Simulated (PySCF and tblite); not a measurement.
Results of a calculation; reference values are marked as such.
C3H7N, numbered as in [NH2:1][CH:2]1[CH2:3][CH2:4]1.

Search: ETKDG and KDG, MMFF94s, GFN2-xTB, 60 starts; geometries at GFN2-xTB. Free energies are HSE06-D3(BJ)/6-311+G(2d,p) single points with GFN2-xTB rigid-rotor and vibrational terms (plain harmonic). Symmetry numbers and mirror images are counted. Conformers within 2.5 kcal/mol (GFN2-xTB free energy) were kept, 4 at most. Codes: tblite and PySCF.

Torsions listed: H1–N1–C2–C3. Of a mirror pair one member is shown.

| conformer | shape | symmetry | E(GFN2) kcal/mol |
| --- | --- | --- | --- |
| 1 | -154° | Cs | 0.89 |
| 2 | 83° | C1 (pair) | 0.00 |

Task: Which of these conformers is the most populated at 298.15 K, and with what share?

Result: Conformer 1, about 98 %.

Task: Give the DFT energies and free energies relative to the lowest, and all weights.

Result: 
```csv
conformer,shape,E(DFT) kcal/mol,G(298.15 K) kcal/mol,weight %
1,-154°,0.00,0.00,97.7
2,83°,2.45,2.23,2.3
```

Task: How does its share change from 150 K to 600 K?

Result: From 100 % to 83 %; the mixing entropy goes from 0.01 to 1.13 cal/(mol K).
